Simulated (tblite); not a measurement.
**Question.** Give a GFN2-xTB geometry of InChI=1S/C4H8FO/c1-2-3-6-4-5/h2H,3-4H2,1H3. (Doublet state.)

**Answer.** 
Z-matrix in Å and degrees, rows numbered from 1:
```
C 
C   1  1.4740
C   2  1.4739  1  120.80
O   3  1.4560  2  109.44  1   -82.23
C   4  1.3559  3  114.28  2  -178.93
F   5  1.3835  4  111.70  3   -69.15
H   1  1.0895  2  111.00  3   -37.17
H   1  1.0885  2  111.27  3  -159.63
H   1  1.0974  2  110.58  3    81.20
H   2  1.0761  1  119.17  3  -164.89
H   3  1.0996  2  111.53  1   158.89
H   3  1.0976  2  111.02  1    36.58
H   5  1.0957  4  108.13  3   173.82
H   5  1.1049  4  113.60  3    49.59
```

C2 (carbon bonded to 2 C and H) is almost planar (angles 120.8°, 119.2° and 118.3°, sum 358.3°, 0.10 Å off the plane of its three neighbours). The C–O distances run from 1.356 Å (O4–C5, drawn single) to 1.456 Å (C3–O4, drawn single), a spread of 0.100 Å. Of the pairs four or more bonds apart, F6···H12 is among the closest relative to their van der Waals radii: 2.56 Å, 96 % of the sum of Bondi's values.

Computed geometry: GFN2-xTB, gas phase. This method treats the open shell by occupation alone, without spin polarisation.

Point group: C1 (no symmetry element, even within 0.4 Å). Its GFN2-xTB frequencies are all real (lowest 22 cm⁻¹). Torsions: C1–C2–C3–O4 -82°, C2–C3–O4–C5 -179°, C3–O4–C5–F6 -69°. 2 starts were optimised and ended at 0.00 and 5.01 kcal/mol (GFN2-xTB); the lowest of these is shown.

One conformer stands for the species.
